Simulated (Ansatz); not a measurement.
Input for Ansatz (development build ahead of 0.2.0):

```yaml
crystal:
  periodic: [false, false, false]
  atoms:
    - { symbol: C, position_ang: [0.0, 0.0, 0.0] }
    - { symbol: H, position_ang: [0.58327, 0.58327, 0.58327] }
    - { symbol: H, position_ang: [0.58327, -0.58327, -0.58327] }
    - { symbol: H, position_ang: [-0.58327, 0.58327, -0.58327] }
    - { symbol: H, position_ang: [-0.58327, -0.58327, 0.58327] }
basis:
  gaussian: { orbitals: def2-TZVP }
hamiltonian:
  xc: hf
```

The input is written out in the form of the current development build from the run's settings.

The run gave:

```
Converged                       : yes
Total energy                    : -40.19687 hartree
Spin squared of the determinant : 0.000
```
